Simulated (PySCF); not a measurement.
Compound: ethylidenecyclobutane, C₆H₁₀.
SMILES with atom numbers: `[CH3:1][CH:2]=[C:3]1[CH2:4][CH2:5][CH2:6]1` (hydrogens: H7, H8, H9 on C1; H10 on C2; H11, H12 on C4; H13, H14 on C5; H15, H16 on C6)

Method: PBE0-D3(BJ)/def2-SVP geometry optimisation, gas phase in PySCF.

Problem. What internal coordinates does the optimisation give?

Solution. 
```csv
bond,length (Å)
C1–C2,1.493
C2=C3,1.333
C3–C4,1.515
C4–C5,1.550
C5–C6,1.550
C3–C6,1.516
"C1–H7, C1–H8, C1–H9",1.102
C2–H10,1.097
"C4–H11, C4–H12",1.102
"C5–H13, C5–H14",1.099
"C6–H15, C6–H16",1.103
```

Bonds in one row agree within 0.01 Å and their mean is given. A selection of angles:
```csv
angle,degrees
C2–C1–H7,111.4
H7–C1–H8,106.4
H7–C1–H9,107.8
C1–C2–C3,124.9
C1–C2–H10,117.2
C3–C2–H10,118.0
C2–C3–C4,133.8
C2–C3–C6,133.7
C4–C3–C6,92.5
C3–C4–C5,88.8
C3–C4–H11,114.7
C5–C4–H11,115.0
H11–C4–H12,107.7
C4–C5–C6,89.9
C4–C5–H13,114.5
C6–C5–H13,114.5
C6–C5–H14,114.6
H13–C5–H14,108.1
C5–C6–H15,115.1
C3–C6–C5,88.7
C3–C6–H15,114.9
H15–C6–H16,107.6
```

Torsions: C1–C2–C3–C4 180° (antiperiplanar); C2–C3–C4–C5 180° (antiperiplanar); C3–C4–C5–C6 0° (synperiplanar); C4–C5–C6–C3 0° (synperiplanar); C2–C3–C6–C5 180° (antiperiplanar).

The 6 C–C bonds span 1.333 Å (C2=C3, drawn double) to 1.550 Å (C5–C6, drawn single), a spread of 0.217 Å. Of the pairs four or more bonds apart, C6···H9 is among the closest relative to their van der Waals radii: 2.83 Å, 98 % of the sum of Bondi's values. The 6 heavy atoms lie in one plane (0.003 Å rms). The 4-membered ring C3–C4–C5–C6 has internal angles of 88.7° to 92.5° (sum 360°, against 360° for a flat polygon); it is planar, 0.00 Å rms from its mean plane, widest ring torsion 0°.

Point group: Cs (tolerance 0.08 Å). Whether it is a minimum is left open (no frequencies).
